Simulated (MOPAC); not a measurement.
MOPAC input (AM1):

```
AM1 1SCF UHF MS=0.5 GEO-OK AUX(PRECISION=9) THREADS=1
C3H7O

O    -0.03358599 1    1.35244432 1   -0.19132675 1
C    -0.02298824 1    0.02608309 1    0.34390833 1
H     0.79751410 1    1.78006367 1    0.04092007 1
H     0.10297798 1    0.08688173 1    1.44150946 1
C    -1.33803449 1   -0.58604795 1    0.05002014 1
C     1.14695488 1   -0.79080276 1   -0.21079365 1
H     1.07992468 1   -0.84954531 1   -1.29760345 1
H    -2.17250250 1    0.04060755 1   -0.22648968 1
H     2.09977048 1   -0.32776419 1    0.05824743 1
H    -1.49388676 1   -1.64185974 1    0.21779862 1
H     1.13929704 1   -1.80333248 1    0.19742255 1
```

Output:

```
 *******************************************************************************
 **                                                                           **
 **                              MOPAC v23.2.5                                **
 **                                                                           **
 *******************************************************************************
 ** MOPAC's Digital Object Identifier: https://doi.org/10.5281/zenodo.6511958 **
 **                                                                           **
 ** Please cite the open-source release paper for use of this MOPAC version:  **
 ** J. E. Moussa and J. J. P. Stewart (2026)                                  **
 ** MOPAC: An open-source semiempirical molecular orbital program             **
 ** J. Open Source Softw., 11(119), 8025, https://doi.org/10.21105/joss.08025 **
 *******************************************************************************

                              AM1 CALCULATION RESULTS

 *******************************************************************************
 *  AM1        - The AM1 Hamiltonian to be used
 *  GEO-OK     - OVERRIDE INTERATOMIC DISTANCE AND OTHER SAFETY CHECKS
 *  UHF        - UNRESTRICTED HARTREE-FOCK CALCULATION
 *  MS=        - IN MECI, MAGNETIC COMPONENT OF SPIN =  0.5
 *  1SCF       - DO 1 SCF AND THEN STOP
 *  AUX        - OUTPUT AUXILIARY INFORMATION
 *******************************************************************************
AM1 1SCF UHF MS=0.5 GEO-OK AUX(PRECISION=9) THREADS=1
 C3H7O

   ATOM   CHEMICAL          X               Y               Z
  NUMBER   SYMBOL      (ANGSTROMS)     (ANGSTROMS)     (ANGSTROMS)

     1       O         -0.03358599  *   1.35244432  *  -0.19132675  *
     2       C         -0.02298824  *   0.02608309  *   0.34390833  *
     3       H          0.79751410  *   1.78006367  *   0.04092007  *
     4       H          0.10297798  *   0.08688173  *   1.44150946  *
     5       C         -1.33803449  *  -0.58604795  *   0.05002014  *
     6       C          1.14695488  *  -0.79080276  *  -0.21079365  *
     7       H          1.07992468  *  -0.84954531  *  -1.29760345  *
     8       H         -2.17250250  *   0.04060755  *  -0.22648968  *
     9       H          2.09977048  *  -0.32776419  *   0.05824743  *
    10       H         -1.49388676  *  -1.64185974  *   0.21779862  *
    11       H          1.13929704  *  -1.80333248  *   0.19742255  *

          CARTESIAN COORDINATES

    NO.       ATOM           X           Y           Z

     1         O         -0.0336      1.3524     -0.1913
     2         C         -0.0230      0.0261      0.3439
     3         H          0.7975      1.7801      0.0409
     4         H          0.1030      0.0869      1.4415
     5         C         -1.3380     -0.5860      0.0500
     6         C          1.1470     -0.7908     -0.2108
     7         H          1.0799     -0.8495     -1.2976
     8         H         -2.1725      0.0406     -0.2265
     9         H          2.0998     -0.3278      0.0582
    10         H         -1.4939     -1.6419      0.2178
    11         H          1.1393     -1.8033      0.1974

  H: (AM1): M.J.S. DEWAR ET AL, J. AM. CHEM. SOC. 107 3902-3909 (1985)
  C: (AM1): M.J.S. DEWAR ET AL, J. AM. CHEM. SOC. 107 3902-3909 (1985)
  O: (AM1): M.J.S. DEWAR ET AL, J. AM. CHEM. SOC. 107 3902-3909 (1985)

           Empirical Formula: C3 H7 O  =    11 atoms

      MOLECULAR POINT GROUP   :   C1

          UHF CALCULATION, NO. OF ALPHA ELECTRONS =   13
                           NO. OF BETA  ELECTRONS =   12

 -------------------------------------------------------------------------------
 AM1 1SCF UHF MS=0.5 GEO-OK AUX(PRECISION=9) THREADS=1
 C3H7O

     1SCF WAS SPECIFIED, SO BFGS WAS NOT USED
     SCF FIELD WAS ACHIEVED

                              AM1 CALCULATION
                                                       MOPAC v23.2.5 Linux

          FINAL HEAT OF FORMATION =        -31.91287 KCAL/MOL =    -133.52346 KJ/MOL

          COSMO AREA              =        104.42 SQUARE ANGSTROMS
          COSMO VOLUME            =         89.30 CUBIC ANGSTROMS

          IONIZATION POTENTIAL    =          9.439677 EV
          ALPHA SOMO LUMO (EV)    =         -9.440  3.329
          BETA  SOMO LUMO (EV)    =        -11.160  1.140
          NO. OF ALPHA ELECTRONS  =         13
          NO. OF BETA  ELECTRONS  =         12
          MOLECULAR WEIGHT        =         59.0877         POINT GROUP:  C1

          MOLECULAR DIMENSIONS (Angstroms)

            Atom       Atom       Distance
            H     9    H     8     4.29757
            H    10    H     3     3.61927
            H     4    H     7     2.86504

          SCF CALCULATIONS        =          1

   ATOM   CHEMICAL          X               Y               Z
  NUMBER   SYMBOL      (ANGSTROMS)     (ANGSTROMS)     (ANGSTROMS)

     1       O         -0.03358599  *   1.35244432  *  -0.19132675  *
     2       C         -0.02298824  *   0.02608309  *   0.34390833  *
     3       H          0.79751410  *   1.78006367  *   0.04092007  *
     4       H          0.10297798  *   0.08688173  *   1.44150946  *
     5       C         -1.33803449  *  -0.58604795  *   0.05002014  *
     6       C          1.14695488  *  -0.79080276  *  -0.21079365  *
     7       H          1.07992468  *  -0.84954531  *  -1.29760345  *
     8       H         -2.17250250  *   0.04060755  *  -0.22648968  *
     9       H          2.09977048  *  -0.32776419  *   0.05824743  *
    10       H         -1.49388676  *  -1.64185974  *   0.21779862  *
    11       H          1.13929704  *  -1.80333248  *   0.19742255  *

                             CARTESIAN COORDINATES

   1    O       -0.033585990     1.352444320    -0.191326750
   2    C       -0.022988240     0.026083090     0.343908330
   3    H        0.797514100     1.780063670     0.040920070
   4    H        0.102977980     0.086881730     1.441509460
   5    C       -1.338034490    -0.586047950     0.050020140
   6    C        1.146954880    -0.790802760    -0.210793650
   7    H        1.079924680    -0.849545310    -1.297603450
   8    H       -2.172502500     0.040607550    -0.226489680
   9    H        2.099770480    -0.327764190     0.058247430
  10    H       -1.493886760    -1.641859740     0.217798620
  11    H        1.139297040    -1.803332480     0.197422550

           Empirical Formula: C3 H7 O  =    11 atoms

      MOLECULAR POINT GROUP   :   C1

          ALPHA EIGENVALUES
 -38.53175 -32.64228 -27.97241 -21.93440 -18.31565 -15.77376 -15.64649 -13.89986
 -13.45317 -13.08107 -12.23247 -11.37827  -9.43968   3.32904   3.79279   3.95043
   4.04584   4.63056   4.64195   4.83022   5.05309   5.17319   6.35022

           BETA EIGENVALUES
 -38.42917 -32.33926 -27.11106 -21.47423 -18.26033 -15.62342 -15.53506 -13.77973
 -13.30201 -13.00469 -12.07488 -11.16038   1.14048   3.44985   3.99598   4.09110
   4.25506   4.67367   4.98888   5.07121   5.26773   5.49548   6.36394

              NET ATOMIC CHARGES AND DIPOLE CONTRIBUTIONS

  ATOM NO.   TYPE          CHARGE      No. of ELECS.   s-Pop       p-Pop
    1          O          -0.329185        6.3292     1.87272     4.45647
    2          C           0.057665        3.9423     1.20386     2.73847
    3          H           0.198914        0.8011     0.80109
    4          H           0.074804        0.9252     0.92520
    5          C          -0.257584        4.2576     1.28565     2.97194
    6          C          -0.239075        4.2391     1.22400     3.01508
    7          H           0.090180        0.9098     0.90982
    8          H           0.131736        0.8683     0.86826
    9          H           0.071566        0.9284     0.92843
   10          H           0.118717        0.8813     0.88128
   11          H           0.082262        0.9177     0.91774
 DIPOLE           X         Y         Z       TOTAL
 POINT-CHG.     0.597    -0.870     0.652     1.240
 HYBRID         0.603     0.012     0.286     0.668
 SUM            1.200    -0.857     0.938     1.748

          ATOMIC ORBITAL ELECTRON POPULATIONS

     Atom    s        px        py        pz
    1  O   1.87272   1.40753   1.25470   1.79424
    2  C   1.20386   0.94111   0.83598   0.96138
    3  H   0.80109
    4  H   0.92520
    5  C   1.28565   0.96024   0.99547   1.01622
    6  C   1.22400   0.97480   1.00785   1.03242
    7  H   0.90982
    8  H   0.86826
    9  H   0.92843
   10  H   0.88128
   11  H   0.91774

                    (SZ)    =    0.500000
                    (S**2)  =    0.761754

          ATOMIC ORBITAL SPIN POPULATIONS

    Atom   Total    s     px     py     pz
         Atomic
    1  O  0.0068 -0.000  0.001  0.005  0.001
    2  C -0.0930 -0.012 -0.043 -0.011 -0.028
    3  H -0.0026 -0.003
    4  H  0.0470  0.047
    5  C  1.1286  0.063  0.103  0.078  0.885
    6  C  0.0347  0.006  0.016  0.008  0.005
    7  H -0.0028 -0.003
    8  H -0.0567 -0.057
    9  H -0.0025 -0.002
   10  H -0.0576 -0.058
   11  H -0.0018 -0.002

 **********************
 *                    *
 * JOB ENDED NORMALLY *
 *                    *
 **********************

 == MOPAC DONE ==
```
